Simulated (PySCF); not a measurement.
One molecule, many functionals

Species: CClF (singlet state).
SMILES: `F[C]Cl`

Linear-response calculations in the def2-SVPD basis (PySCF; singlets by full response, triplets Tamm–Dancoff, core orbitals frozen in the response; HF means time-dependent Hartree–Fock). 'Strongest' is the level of largest summed f among the singlets computed (10 roots, of which the last may lack a degenerate partner); it can jump between rows when another state enters that window. S1 is the lowest singlet of each run and needn't be the same state throughout; f(S1) is that of one state. Geometry: PBE0-D3(BJ)/def2-SVP; no solvent, vibrations or thermal averaging.

```
functional                               kind  S1 (eV)  f(S1)  strongest (eV)  T1 (eV)  HOMO (eV)  gap (eV)  ionisation energy, ΔSCF (eV)
       LDA                                LDA     3.18  0.006            7.01     1.70      -6.76      2.33                         10.80
       PBE                                GGA     3.31  0.006            7.08     1.64      -6.70      2.51                         10.63
     B3LYP  global hybrid, 20% exact exchange     3.32  0.007            7.38     1.60      -7.95      4.62                         10.91
      PBE0  global hybrid, 25% exact exchange     3.30  0.007            7.53     1.47      -8.18      5.10                         10.85
 BHandHLYP  global hybrid, 50% exact exchange     3.30  0.008            7.86     1.42      -9.60      7.80                         10.97
 CAM-B3LYP             range-separated hybrid     3.27  0.007            7.57     1.52      -9.63      7.82                         11.00
   wB97X-D             range-separated hybrid     3.31  0.008            7.65     1.65     -10.12      8.97                         10.94
   LC-wPBE             range-separated hybrid     3.22  0.007            7.82     1.36     -11.00     10.45                         11.01
        HF                       Hartree–Fock     3.30  0.010            8.65     0.99     -11.79     13.17                   not settled
```

S1 runs from 3.18 eV (LDA) to 3.32 eV (B3LYP), a spread of 0.14 eV, while the orbital gap spreads over 10.8 eV. −ε(HOMO) comes closest to its own ΔSCF ionisation energy with LC-wPBE (-0.01 eV) and misses most with LDA (-4.04 eV). 'Not settled' means that the ion's SCF failed to converge or may have ended in another state than the lowest.
